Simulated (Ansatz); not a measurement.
Results of PBE-D3(BJ) (plane waves, PAW; Ansatz, a first-principles code) for hcp Os.

Run with plane-wave cutoff 520 eV, 24×24×14 k mesh (along the axes of the cell as run), Fermi–Dirac smearing 0.05 eV, no spin polarisation, scalar-relativistic PAW data made under PBE.

Computed at the level's own relaxed cell.

### Question
Give the computed equilibrium volume per atom, lattice parameter c, lattice constant a and pressure derivative B′ of the bulk modulus.

### Answer

equilibrium volume per atom: 14.01 Å³/atom
lattice parameter c: 4.322 Å
lattice constant a: 2.737 Å
pressure derivative B′ of the bulk modulus: 4.8

The run finds no gap.

Measured, for comparison: lattice parameter c 4.320 Å (293 K, no zero-point or thermal correction; as tabulated in Wikipedia's data pages); lattice constant a 2.734 Å (293 K, no zero-point or thermal correction, our sources range from 2.734 to 2.740; as tabulated in Wikipedia's data pages). Computed (rounded) less measured: lattice parameter c 0.0 %, lattice constant a +0.1 % (inside the range of the sources held).

Note: the bulk modulus comes from volumes at which shape and atoms were relaxed.

Spin–orbit coupling is not included.

Computing time: roughly 8 core-minutes.
